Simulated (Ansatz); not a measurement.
System: CN, charge 1, singlet. A triplet may lie lower; no result for it is given here. CN+ (parent SMILES [C]#N, singlet).
B3LYP-D3(BJ)/def2-TZVP minimum from Ansatz (a program for electronic structure):
```xyz
2

C      0.0000     0.0000    -0.6312
N      0.0000     0.0000     0.5411
```
Charge +1, spin multiplicity 1.

Hartree-Fock and CCSD(T) correlation energies in hartree (Ansatz). UHF or UKS for unpaired electrons; spin-orbit terms are left out. Correlated methods leave the cores frozen. No relativity. The T1 diagnostic of CN+ (parent SMILES [C]#N, singlet) reaches 0.073 in the sets run. The restricted determinant of CN+ (parent SMILES [C]#N, singlet) is unstable towards broken spin symmetry in at least one set run.

```json
[
 {"basis": "cc-pVTZ", "X": "3", "E(HF)": "-91.64074", "E(corr, CCSD(T))": "-0.42363"},
 {"basis": "cc-pVQZ", "X": "4", "E(HF)": "-91.64668", "E(corr, CCSD(T))": "-0.43870"},
 {"basis": "cc-pV5Z", "X": "5", "E(HF)": "-91.64781", "E(corr, CCSD(T))": "withheld"}
]
```

Problem. Fit E(corr) = E∞ + A/X³ to X = 3 and 4, predict X = 5, and compare with the run.

Solution. A = (-0.42363 - (-0.43870))/(1/27 - 1/64) = 0.7038; E∞ = -0.43870 - A/64 = -0.44970; at X = 5, E∞ + A/125 = -0.44407. The run gave -0.44391, 0.16 mEh above the prediction. The same form on X = 4 and 5 gives E∞ = -0.44938, 0.32 mEh above the first estimate.
